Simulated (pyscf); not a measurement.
Thermochemistry of product channels of HO–SiH₂–OH (SMILES O[SiH2]O) + HF (SMILES F) on the singlet surface, in kJ/mol, from ωB97M-D3(BJ)/def2-TZVP energies (ideal gas, 1 atm, RRHO with modes under 100 cm⁻¹ raised to 100, one conformer, R ln 2 for chiral ones without a mode under 150 cm⁻¹). Optimised with ωB97X-D3(BJ)/def2-SVP in PySCF.

```json
[
 {"products": "HO–SiH(OH)–F (SMILES O[SiH](O)F) + H₂ (SMILES [H][H])", "ΔE": "-148.1", "ΔH(298 K)": "-158.6", "ΔG(298 K)": "-154.8", "ΔG(1200 K)": "-150.3"},
 {"products": "H₂O (SMILES O) + HO–SiH₂–F (SMILES O[SiH2]F)", "ΔE": "-42.8", "ΔH(298 K)": "-41.1", "ΔG(298 K)": "-45.4", "ΔG(1200 K)": "-53.4"}
]
```

These are energies of the channels, which say nothing of barriers.
